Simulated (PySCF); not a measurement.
**Broadened absorption spectrum of [C2H8N]+**

C2H8N (charge +1).
SMILES: `C[NH2+]C`

Computed with PySCF, TDDFT CAM-B3LYP/def2-SVPD, vertical, gas phase, core orbitals frozen in the response. Isolated species at its GFN2-xTB geometry, gas phase.

Computed states:

```tsv
state	E (eV)	f
S1	10.48	0.015
S2	10.62	0.011
S3	10.88	0.0019
S4	11.04	0.0000
S5	11.99	0.0000
S6	12.22	0.034
S7	12.36	0.037
S8	12.36	0.085
```

Each state is given a Gaussian of 0.4 eV full width at half maximum, with ε(max) = 2.175×10⁸ f / Δν̃ (Δν̃ the width in cm⁻¹). The width is an assumption, not a result. The curve ends short of the highest state used, and states not computed would add to its high-energy end.

(1) Give the broadened spectrum and its maxima.

(2) Coming from long wavelengths, where does ε first pass 100 L mol⁻¹ cm⁻¹?

Answers

(1) 
```
E (eV)  ε (L mol⁻¹ cm⁻¹)
  9.88                 2
  9.92                 5
  9.97                12
 10.01                24
 10.06                52
 10.10                92
 10.14               153
 10.19               271
 10.23               404
 10.27               572
 10.32               822
 10.36              1038
 10.41              1300
 10.45              1474
 10.49              1595
 10.54              1650
 10.58              1614
 10.62              1512
 10.67              1316
 10.71              1128
 10.76               887
 10.80               708
 10.84               551
 10.89               392
 10.93               294
 10.97               217
 11.02               146
 11.06               104
 11.11                66
 11.15                44
 11.19                28
 11.24                15
 11.28                 9
 11.33                 4
 11.37                 2
 11.41                 1
 11.46                 1
 11.50                 0
 11.54                 1
 11.59                 3
 11.63                 6
 11.68                17
 11.72                37
 11.76                75
```

Maxima: 118 nm (10.54 eV), ε about 1700, made up of S1 (59%) and S2 (40%) (ε in L mol⁻¹ cm⁻¹; maxima over ε = 5, shares over 10%). At its high-energy end, 11.76 eV, the curve is still rising (ε about 75, from S6 and S8).

(2) At about 123 nm (10.11 eV), 0.37 eV below S1.

Hardware: one thread, x86-64 server, shared host. Cost: 6.3 s of wall time.
